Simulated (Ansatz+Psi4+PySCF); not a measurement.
singlet LiH: levels of theory in one basis

```yaml
atoms:
  - { symbol: Li, position_ang: [0.0000, 0.0000, 0.4100] }
  - { symbol: H, position_ang: [0.0000, 0.0000, -1.2300] }
```

Basis set: cc-pVTZ on H; cc-pCVTZ on Li (spherical functions). All electrons are correlated. Charge 0, multiplicity 1.

Computed with Ansatz (development build ahead of 0.2.0) and Psi4 1.11; each method stands on the lowest determinant of its kind that the runs found.

| method | E − E(RHF) (eV) | <S²> of the determinant |
| --- | --- | --- |
| RHF | 0.00 | 0.00 |
| RHF-CCSD | -2.11 | – |
| RHF-CCSD(T) | -2.11 | – |

What does RHF-MP2 give on the same scale?

-1.76 eV.

Is a single determinant a sound starting point here?

By this sign, yes. Unrestricted orbitals gain 0.00 eV and <S²> is 0.00 against 0.00 for a pure state.
